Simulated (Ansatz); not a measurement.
Results of RPBE (plane waves, PAW; Ansatz, an electronic-structure program) for hcp Os.

Settings: plane-wave cutoff 520 eV, 24×24×14 k mesh (along the axes of the cell as run), Fermi–Dirac smearing 0.05 eV, no spin polarisation, scalar-relativistic PAW data made under PBE.

Energies at three volumes about the minimum:

| V (Å³/atom) | E − E_lowest (meV/atom) |
|---|---|
| 14.133 | 7.19 |
| 14.422 | 0.00 |
| 14.710 | 6.61 |

Fit a parabola by hand: where is the minimum, and what is the bulk modulus?

Slopes: (0.00 − 7.19)/(14.422 − 14.133) = -24.879 and (6.61 − 0.00)/(14.710 − 14.422) = 22.951 meV/Å³. Curvature E″ = 2 × (22.951 − (-24.879))/(14.710 − 14.133) = 165.789 meV/Å⁶. From the middle of the first interval, the slope vanishes at V0 = 14.2775 − (-24.879)/165.789 = 14.428 Å³/atom. B = V0 E″ = 14.428 × 165.789 meV/Å³ × 0.1602 GPa per meV/Å³ = 383 GPa. The full Birch–Murnaghan fit to all volumes gives V0 = 14.422 Å³/atom and B0 = 383 GPa.

Shape and atoms are relaxed at each volume.

Measured, for comparison: bulk modulus 425 GPa (zero-point energy and finite temperature contributions removed; as tabulated in doi:10.1021/acs.jctc.3c00612). Computed (rounded) less measured: bulk modulus -10 %.

Note: the bulk modulus comes from volumes at which shape and atoms were relaxed.
